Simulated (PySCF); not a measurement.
Species: C4H6N (doublet state).
Cartesian coordinates in Å at the GFN2-xTB level; atoms count from 1:
```xyz
11
C4H6N angstrom
C      2.2355   -0.0846    0.1488
N      1.3743    0.7738   -0.2348
C      0.0638    0.7971   -0.1016
C     -0.7781   -0.3374   -0.0852
C     -2.1240   -0.2736   -0.0628
H      2.0400   -0.8549    0.8923
H      3.2364   -0.0080   -0.2448
H     -0.3843    1.7818   -0.1306
H     -0.2877   -1.3031   -0.1079
H     -2.6386    0.6721   -0.0533
H     -2.7319   -1.1605   -0.0460
```

The hyperfine couplings belong to this conformer and change with its torsions.

Identity: `[CH2]/N=C\C=C` [radical].

Computed with PySCF 2.14.0, UKS B3LYP, pcH-1 on C H N, non-relativistic, mean-field spin-orbit, GIAO. The structure is a single GFN2-xTB conformer in the gas phase; no vibrational or solvent corrections. The geometry wasn't refined by DFT: couplings that depend on bond lengths, twists or pyramidal angles can differ widely from those at the functional's own minimum. The frame is twisted about the N2–C3 bond at this geometry (dihedral C1–N2–C3–C4 = -32°); couplings at other torsion angles weren't computed. The SCF solution wasn't tested for stability. ⟨S²⟩ is 0.780 where a pure state has 0.75.

Problem. Match the computed a_iso(13C) values +52.9, +47.7, +35.5, -35.3 MHz with the sites C1; C3; C4; C5.

Solution. 
```tsv
site	a_iso (MHz)	ρ(0) (bohr⁻³)	position	distance from C3 (Å)	spin population	largest |T| (MHz)
C1	+52.9	+0.0470	a main spin site	2.36	+0.38	61.7
C3	+47.7	+0.0424	largest spin population	0.00	+0.49	80.8
C4	-35.3	-0.0314	1 bond from C5	1.41	-0.20	23.9
C5	+35.5	+0.0315	a main spin site	2.44	+0.44	66.6
```

ρ(0) is the spin density at the nucleus and T the dipolar tensor. The largest Mulliken spin populations are on C3 (+0.49), C5 (+0.44), C1 (+0.38) and C4 (-0.20). Three atoms exceed +0.15. The positive populations add up to 1.33 and the negative ones to -0.33, together 2S = 1. Main spin sites, with 60 % or more of the largest population: C1, C3, C5; positions count bonds from the nearest.

H6 and H7 aren't averaged: C1 is flat or nearly so (angle sum 360°), and its turn about the short C1–N2 bond (1.28 Å) is taken as slow.

C1, the radical centre as drawn in `[CH2]/N=C\C=C`, holds a spin population of +0.38 out of 1.

Hardware: an Arm Neoverse V1 with one thread, on a shared host. Cost: 21 s wall (with the writing of density and orbital grids), 0.63 GiB resident at most.
